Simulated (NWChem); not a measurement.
Molecule: dimethyl ether (C₂H₆O); SMILES COC

```xyz
9

C      1.1611     0.0000     0.1881
O      0.0000     0.0000    -0.5778
C     -1.1611     0.0000     0.1881
H      1.2330    -0.8952     0.8395
H      1.2330     0.8952     0.8395
H      2.0215     0.0000    -0.4963
H     -1.2330    -0.8952     0.8395
H     -2.0215     0.0000    -0.4963
H     -1.2330     0.8952     0.8395
```
Atoms are numbered in this order, from 1.

STO-3G and 3-21G are far too small for this property and stand as cheap habits. Geometry: optimised at PBE0/def2-SVP.

Symmetry labels are those of C2v in the frame above (b1 and b2, or b-type labels, depend on it).

Task: List the 4 lowest vertical singlet excitations from PBE/3-21G, TDA (NWChem).

Result: 
```json
[
 {"state": "S1", "energy (eV)": "7.70", "oscillator strength": "0.059", "symmetry": "b2", "leading excitation (squared amplitude)": "HOMO → LUMO (0.98)"},
 {"state": "S2", "energy (eV)": "8.97", "oscillator strength": "0.015", "symmetry": "b2", "leading excitation (squared amplitude)": "HOMO → LUMO+1 (0.71)"},
 {"state": "S3", "energy (eV)": "9.19", "oscillator strength": "0.017", "symmetry": "a1", "leading excitation (squared amplitude)": "HOMO−1 → LUMO (0.98)"},
 {"state": "S4", "energy (eV)": "9.28", "oscillator strength": "0.000", "symmetry": "a2", "leading excitation (squared amplitude)": "HOMO → LUMO+3 (0.97)"}
]
```
